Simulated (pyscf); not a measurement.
Single points on ωB97X-D3(BJ)/def2-SVP structures (PySCF, gas phase). MP2 and CC: frozen core, UHF for open shells. ΔMP2 is the change of the MP2 total energy from the triple- to the quadruple-zeta basis.

For the elementary gas-phase step H₃C–CH₂–NH• → H₂C=NH + methyl (CH₃•) (doublet surface; C–C broken, none formed), what barrier and reaction energy does CCSD(T)/def2-TZVPP + ΔMP2(QZVPP) give, measured from the reactant's lowest minimum found?

ΔE‡ = 29.2 kcal/mol, ΔE = +23.1 kcal/mol. Zero-point energy shifts the barrier by -2.7 kcal/mol. It is a bond scission, with an imaginary mode of 440i cm⁻¹. H₃C–CH₂–NH• lies 8.9 kcal/mol over its isomer H₃C–CH•–NH₂, and others may lie lower still (electronic energy, ωB97M-D3(BJ)). This is the saddle that the search found; another between the same sides may lie lower. The CCSD(T) − MP2 part came from Ansatz, without density fitting, on the same reference. A UHF reference is spin-contaminated (<S²> up to 0.97), which harms MP2 most.
